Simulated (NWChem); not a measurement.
**Atomisation of ethanol (C₂H₆O)**

SMILES: OCC
```xyz
9

C     -1.2034     0.1364     0.2506
C      0.0774    -0.4264    -0.3555
O      1.2287     0.3132    -0.0028
H     -2.0875    -0.4279    -0.0892
H     -1.3335     1.1931    -0.0317
H     -1.1789     0.0804     1.3532
H      0.1824    -1.4978    -0.0833
H      0.0193    -0.3892    -1.4559
H      1.3247     0.2754     0.9581
```
Charge 0, spin multiplicity 1.

Program: NWChem. Structure: optimised with B3LYP/def2-SVP, a minimum by its harmonic frequencies. It is one conformer; others weren't searched.

Basis set: def2-TZVP. The atomisation energy is electronic alone: no zero-point, thermal, spin-orbit or counterpoise terms. No value is extrapolated to the basis-set limit. Free atoms are single determinants with multiplicities C 3, O 3, H 2. Correlated methods freeze the same cores in atoms and molecule, 3 orbitals in all.

B3LYP has NWChem's definition, with VWN1-RPA local correlation. No SCF solution was tested for a lower state. Open-shell Hartree-Fock references start from PBE0 orbitals.

### Question
One of these methods gave an atomisation energy of 806.3 kcal/mol. Which?
A. PBE0
B. B3LYP
C. TPSS
D. BP86

### Answer
A, PBE0. The others give 803.8 (B3LYP), 809.8 (TPSS), 830.2 (BP86).
